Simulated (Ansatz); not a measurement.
# A ladder of methods for [SiH5]− (SMILES [H][Si-]([H])([H])([H])[H])

The species is [SiH5]− (6 atoms), meant as a singlet with charge -1. SMILES: `[H][Si-]([H])([H])([H])[H]`. The coordinates come from a GFN2-xTB relaxation.

```xyz
6

Si   -0.0002    0.0002    0.0015
H    -0.0199   -0.0078    1.6399
H     0.0218    0.0079   -1.6424
H     1.4906    0.0118    0.0192
H    -0.7575    1.2851   -0.0026
H    -0.7347   -1.2973   -0.0155
```

Quantity: the vertical detachment energy (to the doublet neutral), in eV. The values are calculated.

| level | kind | program | value (eV) | less FCI/STO-3G | CPU time (all runs) |
| --- | --- | --- | --- | --- | --- |
| HF/STO-3G | Hartree–Fock | Ansatz | -3.10 | +0.24 | 0.13 s |
| BLYP/STO-3G | GGA | Ansatz | -2.47 | +0.87 | 2.1 s |
| B3LYP/STO-3G | global hybrid | Ansatz | -2.24 | +1.10 | 2.3 s |
| PBE0/STO-3G | global hybrid | Ansatz | -2.41 | +0.93 | 2.2 s |
| CAM-B3LYP/STO-3G | range-separated hybrid | Ansatz | -2.30 | +1.04 | 2.6 s |
| B2PLYP/STO-3G | double hybrid | Ansatz | -2.55 | +0.79 | 2.5 s |
| CCSD(T)/STO-3G | coupled cluster or CI | Ansatz | -3.33 | +0.01 | 0.23 s |
| CCSDTQ/STO-3G | coupled cluster or CI | Ansatz | -3.34 | 0.00 | 8.6 s |
| FCI/STO-3G | exact in the basis | Ansatz | -3.34 | 0.00 | 0.46 s |

FCI/STO-3G is exact within its basis and frozen core, so for wave-function methods in that basis the difference is their error; functionals converge differently with the basis, so for them it is only a difference. Sets without diffuse functions describe the anion poorly. The values span -3.34 to -2.24 eV. All rows use very small basis sets, so none should be taken for the real molecule's value. Times are those of the runs behind each value, whatever else they computed, on shared processors of several kinds: orders of magnitude only.
